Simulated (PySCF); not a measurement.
Molecule: `F[C@H]1[C@H]2CC[C@@H]12`, C5H7F.

Structure with atom numbers: `[F:1][C@H:2]1[C@H:3]2[CH2:4][CH2:5][C@@H:6]12`; H(Xn) means a hydrogen on atom n. Ha(C4), Ha(C5) are cis to C2 on the ring; Hb(C4), Hb(C5) are trans to C2 on the ring.

Spin–spin couplings on one PBE0-D3(BJ)/def2-SVP geometry, PySCF 2.14.0 with density-fitted response routines, gas phase, non-relativistic, equivalent pairs averaged (spin–dipole term only in couplings to heteroatoms); isotopes ¹⁹F, ¹³C, ¹H; functional B3LYP.

How do the couplings (Hz) change with the basis set? Times are CPU seconds on shared hosts with different chips, so compare them loosely. Far from the basis limit: 6-31G*, pcJ-0, def2-TZVP, cc-pVTZ.

Answers


| basis set | functions | ¹J(F1,C2) | ¹J(C2,H(C2)) | ¹J(C3,H(C3)) | ¹J(C4,Hb(C4)) | ¹J(C4,Ha(C4)) | ¹J(C3,C4) | ¹J(C4,C5) | core-s |
| --- | --- | --- | --- | --- | --- | --- | --- | --- | --- |
| 6-31G* | 98 | -235.2 | 192.9 | 173.4 | 155.0 | 153.5 | 54.8 | 42.9 | 9.2 |
| pcJ-0 | 99 | -391.1 | 167.8 | 160.0 | 123.9 | 124.5 | 30.0 | 22.9 | 17 |
| def2-TZVP | 228 | -345.9 | 186.8 | 175.1 | 136.1 | 136.2 | 35.8 | 26.9 | 60 |
| cc-pVTZ | 278 | -299.4 | 172.5 | 168.8 | 126.1 | 126.0 | 27.2 | 20.4 | 43 |

The Fermi-contact term samples the wavefunction at the nucleus, which is why sets with added tight s functions (names with J) are made for couplings.
